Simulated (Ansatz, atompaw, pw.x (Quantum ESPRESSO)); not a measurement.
**From atom to crystal: PAW (atompaw) potential for Al (Z = 13)**

atompaw 4.2.0.5 input, output lines left out:

```
Al 13
LDA-PW scalarrelativistic loggrid 1500 logderivrange -3 5 201
3 3 0 0 0 0
3 1 1
0 0 0
c
c
v
c
v
1
2.92 2.80 2.30 2.80
y
-0.2
n
y
1.2
n
custom rrkj gramschmidtortho besselshape
2 0.5 ultrasoft
2.54
2.54
2.92
2.92
```

Crystal test: bcc Al in pw.x 7.5, no spin, 14³ k-points, Fermi–Dirac smearing 0.01 Ry, cutoffs 40/400 Ry. The reference is all-electron LAPW (Ansatz 0.2.0) with the same functional, mesh and smearing; V0 and B0 come from Birch–Murnaghan fits to the pressures at five volumes. Errors are pseudo minus all-electron; Δ is the rms difference of the E(V) curves that follow from these fits, minima aligned, over ±6 % about the mean V0. Mesh and smearing are coarse, so the numbers serve the comparison and aren't converged zero-temperature values; the lattice is a test structure that the element need not adopt.

| V (Å³/atom) | P all-electron (GPa) | P pseudo (GPa) |
| --- | --- | --- |
| 15.411 | 4.35 | 1.07 |
| 15.816 | 2.08 | -0.92 |
| 16.222 | 0.10 | -2.66 |
| 16.628 | -1.63 | -4.16 |
| 17.033 | -3.14 | -5.47 |

All-electron: a0 = 3.191 Å (V0 = 16.24 Å³/atom), B0 = 73.6 GPa.

Pseudopotential: mean pressure error (GPa): -2.78; a0 (Å): 3.150; a0 error (%): -1.30; B0 error (%): +3.9; Δ (meV/atom): 10.2. The largest radius (2.92 bohr) exceeds half the bond length (2.61 bohr), so the spheres overlap, which is one possible source of error among others. This is a poor potential for the solid.

Question: At the middle volume, how do free energy and pressure move when the wave cutoff is lowered (ecutrho held at 400 Ry)?

Answer:

```
cutoff (Ry)  shift of F (meV/atom)  shift of P (GPa)
         18                   +0.5             -0.02
         24                   +0.1             +0.00
         32                   +0.0             +0.00
```

Input at the middle volume:

```
&control
  calculation='scf', prefix='x', pseudo_dir='./', outdir='./tmp', tstress=.true., disk_io='none'
/
&system
  ibrav=0, nat=1, ntyp=1, ecutwfc=40, ecutrho=400, nbnd=8,
  occupations='smearing', smearing='fd', degauss=0.01
/
&electrons
  conv_thr=1e-09, mixing_beta=0.4, electron_maxstep=70
/
ATOMIC_SPECIES
Al 1.0 Al.UPF
CELL_PARAMETERS angstrom
  -1.59470909 1.59470909 1.59470909
  1.59470909 -1.59470909 1.59470909
  1.59470909 1.59470909 -1.59470909
ATOMIC_POSITIONS crystal
Al 0.0000 0.0000 0.0000
K_POINTS automatic
14 14 14 0 0 0
```

```bash
pw.x < Al.scf.in > Al.scf.out
```

Lines of the output:

```
Message from routine setup:
     using ibrav=0 with symmetry is DISCOURAGED, use correct ibrav instead
     lattice parameter (alat)  =       5.2196  a.u.
     unit-cell volume          =     109.4715 (a.u.)^3
     number of electrons       =         3.00
     number of Kohn-Sham states=            8
     kinetic-energy cutoff     =      40.0000  Ry
     charge density cutoff     =     400.0000  Ry
     scf convergence threshold =      1.0E-09
     Exchange-correlation= SLA PW NOGX NOGC
     number of k points=   104  Fermi-Dirac smearing, width (Ry)=  0.0100
     iteration #  1     ecut=    40.00 Ry     beta= 0.40
     total energy              =     -37.61589959 Ry
     estimated scf accuracy    <       0.00922802 Ry
     iteration #  2     ecut=    40.00 Ry     beta= 0.40
     total energy              =     -37.61345562 Ry
     estimated scf accuracy    <       0.00293521 Ry
     iteration #  3     ecut=    40.00 Ry     beta= 0.40
     total energy              =     -37.61351446 Ry
     estimated scf accuracy    <       0.00000186 Ry
     iteration #  4     ecut=    40.00 Ry     beta= 0.40
     total energy              =     -37.61351544 Ry
     estimated scf accuracy    <       0.00000086 Ry
     iteration #  5     ecut=    40.00 Ry     beta= 0.40
     total energy              =     -37.61351548 Ry
     estimated scf accuracy    <       0.00000007 Ry
     iteration #  6     ecut=    40.00 Ry     beta= 0.40
     total energy              =     -37.61351549 Ry
     estimated scf accuracy    <          2.4E-09 Ry
     iteration #  7     ecut=    40.00 Ry     beta= 0.40
     the Fermi energy is     7.7766 ev
!    total energy              =     -37.61351549 Ry
     estimated scf accuracy    <          2.2E-10 Ry
     smearing contrib. (-TS)   =      -0.00174104 Ry
     convergence has been achieved in   7 iterations
          total   stress  (Ry/bohr**3)                   (kbar)     P=      -26.56
     Message from routine punch:
     Nothing written, as per user request (disk_io='none')
```

The run at the middle volume (104 k-points, 7 iterations) took about 5.4 s on one core of a shared host (Intel(R) Xeon(R) Platinum 8488C, 192 threads, 1488 GiB, load 79).
